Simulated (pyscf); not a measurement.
Thermochemistry of product channels of GeH₃• + H₂C=CH₂ on the doublet surface, in kJ/mol, from ωB97M-D3(BJ)/def2-TZVP energies (ideal gas, 1 atm, RRHO with modes under 100 cm⁻¹ raised to 100, one conformer, R ln 2 for chiral ones without a mode under 150 cm⁻¹). Optimised with ωB97X-D3(BJ)/def2-SVP in PySCF.

```json
[
 {"products": "H₃C–CH₂–GeH₂•", "ΔE": "-124.5", "ΔH(298 K)": "-107.2", "ΔG(298 K)": "-67.1", "ΔG(1200 K)": "+49.5"},
 {"products": "GeH₄ + •HC=CH₂", "ΔE": "(withheld)", "ΔH(298 K)": "+108.9", "ΔG(298 K)": "+108.3", "ΔG(1200 K)": "(withheld)"}
]
```

Task: Fill in the missing entries.

Result: 
- GeH₄ + •HC=CH₂, ΔE: +121.1
- GeH₄ + •HC=CH₂, ΔG(1200 K): +102.2

The channel to H₃C–CH₂–GeH₂• turns unfavourable between 298 and 1200 K (ΔG from -67.1 kJ/mol to +49.5 kJ/mol).

These are energies of the channels, which say nothing of barriers. H₃C–CH₂–GeH₂• lies 35.4 kJ/mol over its isomer H₃C–GeH•–CH₃ (electronic energy, ωB97M-D3(BJ)). Elements up to Kr have no core potential and no relativistic terms here.
